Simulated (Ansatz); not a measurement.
# HCl with HCl: superposition error and deformation, part 3 of 3

Ansatz 0.2.0, Gaussian basis. Earlier steps stand in the parts before.

## (19) B3LYP-D4/def2-TZVPPD

The inputs:

free-a/in.yaml

```yaml
crystal:
  periodic: [false, false, false]
  atoms:
    - {symbol: Cl, position_ang: [0.149928, -0.164500, -2.172487]}
    - {symbol: H, position_ang: [-0.271876, 0.016838, -0.978912]}
basis:
  gaussian: {orbitals: "def2-TZVPPD.json"}
hamiltonian: {xc: {name: B3LYP}, dispersion: d4}
```

free-b/in.yaml

```yaml
crystal:
  periodic: [false, false, false]
  atoms:
    - {symbol: Cl, position_ang: [-0.550676, 0.232092, 1.477146]}
    - {symbol: H, position_ang: [0.672625, -0.084429, 1.674252]}
basis:
  gaussian: {orbitals: "def2-TZVPPD.json"}
hamiltonian: {xc: {name: B3LYP}, dispersion: d4}
```

Each run has its own folder and the same command.

Launch:

```
ansatz run in.yaml --threads 2 --pin off --events-out ev --progress --plain --max-ram 5222MiB
```

Output in free-a, cut to the lines that bear on the results:

```text
Functional definition: B3LYP
  name "B3LYP"
  cite "Stephens, Devlin, Chabalowski & Frisch, J. Phys. Chem. 98, 11623 (1994) doi:10.1021/j100096a001"
  cite "Becke, Phys. Rev. A 38, 3098 (1988) doi:10.1103/PhysRevA.38.3098"
  cite "Lee, Yang & Parr, Phys. Rev. B 37, 785 (1988) doi:10.1103/PhysRevB.37.785"
  cite "Vosko, Wilk & Nusair, Can. J. Phys. 58, 1200 (1980) doi:10.1139/p80-159"
[...]
393 factors; their error is unknown
[...]
mean field -12540.03387584 eV, -460.8377449968 hartree, gradient 2.3e-5 eV, S^2 0.000000; 0 other end points of the search recorded, 0 dependent functions left out
reference -12540.03407835 eV, -460.8377524390 hartree; 9, 9 occupied and 59, 59 virtual orbitals, 393 factors
Total energy: -12540.04326492 eV, -460.8380900392 hartree
```

free-b printed, cut to the lines that bear on the results:

```text
[... 6 set-up lines as earlier in the session ...]
[...]
393 factors; their error is unknown
[...]
mean field -12540.03387785 eV, -460.8377450707 hartree, gradient 2.3e-5 eV, S^2 0.000000; 0 other end points of the search recorded, 0 dependent functions left out
reference -12540.03408036 eV, -460.8377525130 hartree; 9, 9 occupied and 59, 59 virtual orbitals, 393 factors
Total energy: -12540.04326698 eV, -460.8380901150 hartree
```

They took 0.4 s (free-a), 0.4 s (free-b) on 2 threads of Intel Xeon Platinum 8259CL at 2.50GHz, shared host.

## (20) wB97X-V/def2-TZVPPD

Each input of step 19 (free-a, free-b) changes in the same lines:

```diff
-hamiltonian: {xc: {name: B3LYP}, dispersion: d4}
+hamiltonian: {xc: {name: wB97X-V}}
```

One command serves all of them, each in its own folder.

Launch:

```
ansatz run in.yaml --threads 2 --pin off --events-out ev --progress --plain --max-ram 5222MiB
```

free-a printed, cut to the lines that bear on the results:

```text
[... 5 set-up lines as earlier in the session ...]
[...]
      + integral(e_c_pw_opposite_spin*poly(b97_u_opposite, cos0, cos1)) + vv10(b, c)
386 factors; their error is unknown
85 factors; integrals over basis functions are off by at most 5.7e-5 eV
[...]
mean field -12537.64900007 eV, -460.7501024290 hartree, gradient 1.8e-5 eV, S^2 0.000000; 0 other end points of the search recorded, 0 dependent functions left out
reference -12537.64899779 eV, -460.7501023451 hartree; 9, 9 occupied and 59, 59 virtual orbitals, 386 factors
Total energy: -12537.64899779 eV, -460.7501023451 hartree
```

Log of free-b, cut to the lines that bear on the results:

```text
[... 5 set-up lines as earlier in the session ...]
[...]
      + integral(e_c_pw_opposite_spin*poly(b97_u_opposite, cos0, cos1)) + vv10(b, c)
386 factors; their error is unknown
85 factors; integrals over basis functions are off by at most 5.7e-5 eV
[...]
mean field -12537.64899743 eV, -460.7501023319 hartree, gradient 1.8e-5 eV, S^2 0.000000; 0 other end points of the search recorded, 0 dependent functions left out
reference -12537.64899515 eV, -460.7501022480 hartree; 9, 9 occupied and 59, 59 virtual orbitals, 386 factors
Total energy: -12537.64899515 eV, -460.7501022480 hartree
```

Wall times: 0.95 s (free-a), 0.95 s (free-b) on 2 threads of Intel Xeon Platinum 8259CL at 2.50GHz, shared host.

## (21) wB97M-V/def2-TZVPPD

Each input of step 20 (free-a, free-b) changes in the same lines:

```diff
-hamiltonian: {xc: {name: wB97X-V}}
+hamiltonian: {xc: {name: wB97M-V}}
```

The same command starts each run, in its folder.

Launch:

```
ansatz run in.yaml --threads 2 --pin off --events-out ev --progress --plain --max-ram 5222MiB
```

free-a printed, cut to the lines that bear on the results:

```text
[... 5 set-up lines as earlier in the session ...]
  # Of w^i u^j: cxij and so on, Table III.
[...]
  gx(w, u) = 1 - cx + cx01*u + cx10*w
[...]
      + integral(e_c_pw_mod_opposite_spin*gos(b97_w_opposite, b97_u_opposite)) + vv10(b, c)
386 factors; their error is unknown
85 factors; integrals over basis functions are off by at most 5.7e-5 eV
[...]
mean field -12538.78046279 eV, -460.7916829170 hartree, gradient 1.8e-5 eV, S^2 0.000000; 0 other end points of the search recorded, 0 dependent functions left out
reference -12538.78052132 eV, -460.7916850678 hartree; 9, 9 occupied and 59, 59 virtual orbitals, 386 factors
Total energy: -12538.78052132 eV, -460.7916850678 hartree
```

Log of free-b, cut to the lines that bear on the results:

```text
[... 5 set-up lines as earlier in the session ...]
  # Of w^i u^j: cxij and so on, Table III.
[...]
  gx(w, u) = 1 - cx + cx01*u + cx10*w
[...]
      + integral(e_c_pw_mod_opposite_spin*gos(b97_w_opposite, b97_u_opposite)) + vv10(b, c)
386 factors; their error is unknown
85 factors; integrals over basis functions are off by at most 5.7e-5 eV
[...]
mean field -12538.78046145 eV, -460.7916828677 hartree, gradient 1.8e-5 eV, S^2 0.000000; 0 other end points of the search recorded, 0 dependent functions left out
reference -12538.78051998 eV, -460.7916850186 hartree; 9, 9 occupied and 59, 59 virtual orbitals, 386 factors
Total energy: -12538.78051998 eV, -460.7916850186 hartree
```

Wall times: 0.95 s (free-a), 0.95 s (free-b) on 2 threads of Intel Xeon Platinum 8259CL at 2.50GHz, shared host.

## (22) B2PLYP/def2-TZVPPD

The same edit goes into each in.yaml of step 21 (free-a, free-b):

```diff
-hamiltonian: {xc: {name: wB97M-V}}
+hamiltonian: {xc: {name: B2PLYP}}
```

The same command starts each run, in its folder.

Launch:

```
ansatz run in.yaml --threads 2 --pin off --events-out ev --progress --plain --max-ram 5222MiB
```

Log of free-a, cut to the lines that bear on the results:

```text
[... 5 set-up lines as earlier in the session ...]
[...]
386 factors; integrals over basis functions are off by at most 1.1e-3 eV
[...]
mean field -12534.16927495 eV, -460.6222248892 hartree, gradient 1.1e-6 eV, S^2 0.000000; 0 other end points of the search recorded, 0 dependent functions left out
5 core orbitals not correlated: weight in the atoms' cores, before any rotation towards them, 1.000 or more for the frozen orbitals, at most 0.000 for the correlated occupied ones
reference -12534.16939921 eV, -460.6222294557 hartree; 4, 4 occupied and 59, 59 virtual orbitals, 386 factors
second order -6.74871500 eV of doubles, -0.00000000 eV of singles
Total energy: -12535.99155226 eV, -460.6891923452 hartree
```

Output in free-b, cut to the lines that bear on the results:

```text
[... 5 set-up lines as earlier in the session ...]
[...]
386 factors; integrals over basis functions are off by at most 1.1e-3 eV
[...]
mean field -12534.16926823 eV, -460.6222246423 hartree, gradient 1.1e-6 eV, S^2 0.000000; 0 other end points of the search recorded, 0 dependent functions left out
5 core orbitals not correlated: weight in the atoms' cores, before any rotation towards them, 1.000 or more for the frozen orbitals, at most 0.000 for the correlated occupied ones
reference -12534.16939249 eV, -460.6222292088 hartree; 4, 4 occupied and 59, 59 virtual orbitals, 386 factors
second order -6.74873054 eV of doubles, -0.00000000 eV of singles
Total energy: -12535.99154973 eV, -460.6891922525 hartree
```

They took 0.5 s (free-a), 0.55 s (free-b) on 2 threads of Intel Xeon Platinum 8259CL at 2.50GHz, shared host.

## (23) BLYP-D4/def2-TZVPPD

Each input of step 22 (free-a, free-b) changes in the same lines:

```diff
-hamiltonian: {xc: {name: B2PLYP}}
+hamiltonian: {xc: {name: BLYP}, dispersion: d4}
```

One command serves all of them, each in its own folder.

Launch:

```
ansatz run in.yaml --threads 2 --pin off --events-out ev --progress --plain --max-ram 5222MiB
```

Output in free-a, cut to the lines that bear on the results:

```text
[... 4 set-up lines as earlier in the session ...]
[...]
383 factors; their error is unknown
[...]
mean field -12539.44108547 eV, -460.8159603527 hartree, gradient 6.0e-5 eV, S^2 0.000000; 0 other end points of the search recorded, 0 dependent functions left out
reference -12539.44135200 eV, -460.8159701472 hartree; 9, 9 occupied and 59, 59 virtual orbitals, 383 factors
Total energy: -12539.45484107 eV, -460.8164658617 hartree
```

Output in free-b, cut to the lines that bear on the results:

```text
[... 4 set-up lines as earlier in the session ...]
[...]
383 factors; their error is unknown
[...]
mean field -12539.44109632 eV, -460.8159607512 hartree, gradient 6.0e-5 eV, S^2 0.000000; 0 other end points of the search recorded, 0 dependent functions left out
reference -12539.44136284 eV, -460.8159705458 hartree; 9, 9 occupied and 59, 59 virtual orbitals, 383 factors
Total energy: -12539.45485199 eV, -460.8164662628 hartree
```

They took 0.3 s (free-a), 0.3 s (free-b) on 2 threads of Intel Xeon Platinum 8259CL at 2.50GHz, shared host.

## (24) revPBE-D4/def2-TZVPPD

Each input of step 23 (free-a, free-b) changes in the same lines:

```diff
-hamiltonian: {xc: {name: BLYP}, dispersion: d4}
+hamiltonian: {xc: {name: revPBE}, dispersion: d4}
```

One command serves all of them, each in its own folder.

Launch:

```
ansatz run in.yaml --threads 2 --pin off --events-out ev --progress --plain --max-ram 5222MiB
```

free-a printed, cut to the lines that bear on the results:

```text
[... 4 set-up lines as earlier in the session ...]
[...]
383 factors; their error is unknown
[...]
mean field -12537.30941566 eV, -460.7376229319 hartree, gradient 5.5e-5 eV, S^2 0.000000; 0 other end points of the search recorded, 0 dependent functions left out
reference -12537.30947640 eV, -460.7376251639 hartree; 9, 9 occupied and 59, 59 virtual orbitals, 383 factors
Total energy: -12537.33267326 eV, -460.7384776329 hartree
```

free-b printed, cut to the lines that bear on the results:

```text
[... 4 set-up lines as earlier in the session ...]
[...]
383 factors; their error is unknown
[...]
mean field -12537.30942505 eV, -460.7376232770 hartree, gradient 5.5e-5 eV, S^2 0.000000; 0 other end points of the search recorded, 0 dependent functions left out
reference -12537.30948579 eV, -460.7376255091 hartree; 9, 9 occupied and 59, 59 virtual orbitals, 383 factors
Total energy: -12537.33268277 eV, -460.7384779823 hartree
```

Times: 0.3 s (free-a), 0.3 s (free-b) on 2 threads of Intel Xeon Platinum 8259CL at 2.50GHz, shared host.

## (25) B97M-V/def2-TZVPPD

The same edit goes into each in.yaml of step 24 (free-a, free-b):

```diff
-hamiltonian: {xc: {name: revPBE}, dispersion: d4}
+hamiltonian: {xc: {name: B97M-V}}
```

Each run has its own folder and the same command.

Launch:

```
ansatz run in.yaml --threads 2 --pin off --events-out ev --progress --plain --max-ram 5222MiB
```

Log of free-a, cut to the lines that bear on the results:

```text
[... 5 set-up lines as earlier in the session ...]
  # Of w^i u^j: cxij and so on, Table III.
[...]
  gx(w, u) = cx00 + cx01*u + cx02*u^2 + (cx10 + cx11*u)*w
[...]
  gos(w, u) = cos00 + cos01*u + cos03*u^3 + cos10*w + cos32*w^3*u^2
[...]
      + integral(e_c_pw_mod_opposite_spin*gos(b97_w_opposite, b97_u_opposite)) + vv10(b, c)
383 factors; their error is unknown
[...]
mean field -12536.26402784 eV, -460.6992056381 hartree, gradient 3.8e-5 eV, S^2 0.000000; 0 other end points of the search recorded, 0 dependent functions left out
reference -12536.26409890 eV, -460.6992082497 hartree; 9, 9 occupied and 59, 59 virtual orbitals, 383 factors
Total energy: -12536.26409890 eV, -460.6992082497 hartree
```

Output in free-b, cut to the lines that bear on the results:

```text
[... 5 set-up lines as earlier in the session ...]
  # Of w^i u^j: cxij and so on, Table III.
[...]
  gx(w, u) = cx00 + cx01*u + cx02*u^2 + (cx10 + cx11*u)*w
[...]
  gos(w, u) = cos00 + cos01*u + cos03*u^3 + cos10*w + cos32*w^3*u^2
[...]
      + integral(e_c_pw_mod_opposite_spin*gos(b97_w_opposite, b97_u_opposite)) + vv10(b, c)
383 factors; their error is unknown
[...]
mean field -12536.26402223 eV, -460.6992054321 hartree, gradient 3.8e-5 eV, S^2 0.000000; 0 other end points of the search recorded, 0 dependent functions left out
reference -12536.26409330 eV, -460.6992080437 hartree; 9, 9 occupied and 59, 59 virtual orbitals, 383 factors
Total energy: -12536.26409330 eV, -460.6992080437 hartree
```

Wall times: 0.85 s (free-a), 0.9 s (free-b) on 2 threads of Intel Xeon Platinum 8259CL at 2.50GHz, shared host.

## (26) HSE06-D4/def2-TZVPPD

Each input of step 25 (free-a, free-b) changes in the same lines:

```diff
-hamiltonian: {xc: {name: B97M-V}}
+hamiltonian: {xc: hse06, dispersion: d4}
```

Each run has its own folder and the same command.

Launch:

```
ansatz run in.yaml --threads 2 --pin off --events-out ev --progress --plain --max-ram 5222MiB
```

free-a printed, cut to the lines that bear on the results:

```text
[... 6 set-up lines as earlier in the session ...]
[...]
393 factors; their error is unknown
31 factors; integrals over basis functions are off by at most 1.5e-4 eV
[...]
mean field -12535.16317579 eV, -460.6587500717 hartree, gradient 8.4e-5 eV, S^2 0.000000; 0 other end points of the search recorded, 0 dependent functions left out
reference -12535.16322271 eV, -460.6587517959 hartree; 9, 9 occupied and 59, 59 virtual orbitals, 393 factors
Total energy: -12535.16739587 eV, -460.6589051565 hartree
```

Output in free-b, cut to the lines that bear on the results:

```text
[... 6 set-up lines as earlier in the session ...]
[...]
393 factors; their error is unknown
31 factors; integrals over basis functions are off by at most 1.5e-4 eV
[...]
mean field -12535.16317538 eV, -460.6587500566 hartree, gradient 8.4e-5 eV, S^2 0.000000; 0 other end points of the search recorded, 0 dependent functions left out
reference -12535.16322230 eV, -460.6587517808 hartree; 9, 9 occupied and 59, 59 virtual orbitals, 393 factors
Total energy: -12535.16739548 eV, -460.6589051422 hartree
```

They took 0.4 s (free-a), 0.45 s (free-b) on 2 threads of Intel Xeon Platinum 8259CL at 2.50GHz, shared host.

## (27) CCSD(T)/def2-TZVPPD

The same edit goes into each in.yaml of step 26 (free-a, free-b):

```diff
-hamiltonian: {xc: hse06, dispersion: d4}
+correlation: {method: ccsd_t}
```

The same command starts each run, in its folder.

Launch:

```
ansatz run in.yaml --threads 2 --pin off --events-out ev --progress --plain --max-ram 5222MiB
```

Output in free-a, cut to the lines that bear on the results:

```text
[... 4 set-up lines as earlier in the session ...]
[...]
386 factors; integrals over basis functions are off by at most 1.1e-3 eV
[...]
mean field -12519.95660506 eV, -460.0999189045 hartree, gradient 2.5e-6 eV, S^2 0.000000; 0 other end points of the search recorded, 0 dependent functions left out
5 core orbitals not correlated: weight in the atoms' cores, before any rotation towards them, 1.000 or more for the frozen orbitals, at most 0.000 for the correlated occupied ones
reference -12519.95660506 eV, -460.0999189045 hartree; 4, 4 occupied and 59, 59 virtual orbitals, 386 factors
second order -5.58050114 eV of doubles, -0.00000000 eV of singles
cycle   1  -5.99498279 eV  change   -4.1e-1 eV  update   3.9e-2
[...]
cycle   8  -6.13748921 eV  change    9.4e-7 eV  update   3.3e-6
perturbative correction -0.22600166 eV, -0.0083054077 hartree
Total energy: -12526.32009592 eV, -460.3337728804 hartree
```

Log of free-b, cut to the lines that bear on the results:

```text
[... 4 set-up lines as earlier in the session ...]
[...]
386 factors; integrals over basis functions are off by at most 1.1e-3 eV
[...]
mean field -12519.95659031 eV, -460.0999183627 hartree, gradient 2.5e-6 eV, S^2 0.000000; 0 other end points of the search recorded, 0 dependent functions left out
5 core orbitals not correlated: weight in the atoms' cores, before any rotation towards them, 1.000 or more for the frozen orbitals, at most 0.000 for the correlated occupied ones
reference -12519.95659031 eV, -460.0999183627 hartree; 4, 4 occupied and 59, 59 virtual orbitals, 386 factors
second order -5.58050798 eV of doubles, -0.00000000 eV of singles
cycle   1  -5.99498900 eV  change   -4.1e-1 eV  update   3.9e-2
[...]
cycle   8  -6.13749829 eV  change    5.9e-7 eV  update   3.3e-6
perturbative correction -0.22600366 eV, -0.0083054812 hartree
Total energy: -12526.32009226 eV, -460.3337727457 hartree
```

Wall times: 0.5 s (free-a), 0.5 s (free-b) on 2 threads of Intel Xeon Platinum 8259CL at 2.50GHz, shared host.

## (28) The split

```csv
method,interaction with counterpoise (meV),without,superposition error,deformation,binding energy
PBE-D4,-110,-114,4,-2,-112
revPBE-D4,-89,-93,4,-2,-91
BLYP-D4,-90,-94,4,-2,-92
r2SCAN-D4,-92,-95,3,1,-91
B97M-V,-93,-96,3,2,-91
PBE0-D4,-98,-101,3,1,-97
B3LYP-D4,-90,-94,3,0,-90
HSE06-D4,-99,-102,3,1,-98
wB97X-V,-81,-84,3,2,-80
wB97M-V,-79,-82,3,1,-78
B2PLYP,-62,-69,8,2,-60
Hartree-Fock,-2,-5,3,5,3
MP2,-78,-97,18,3,-75
CCSD,-52,-70,18,2,-50
CCSD(T),-63,-83,20,2,-61
```

## (29) What came out

The summary covers parts 1 to 3.

| quantity | value |
| --- | --- |
| interaction, CCSD(T) | -63 meV |
| superposition error | 20 meV |
| deformation | 2 meV |
| binding energy | -61 meV |

What this shows: In this basis the superposition error is 20 meV for CCSD(T) and 3 meV on average for the plain functionals: correlated methods borrow far more, since they need many more functions to converge. Deformation takes back 3 % of the interaction. The free shapes are PBE0-D4 minima, so other methods can show a small negative deformation energy.
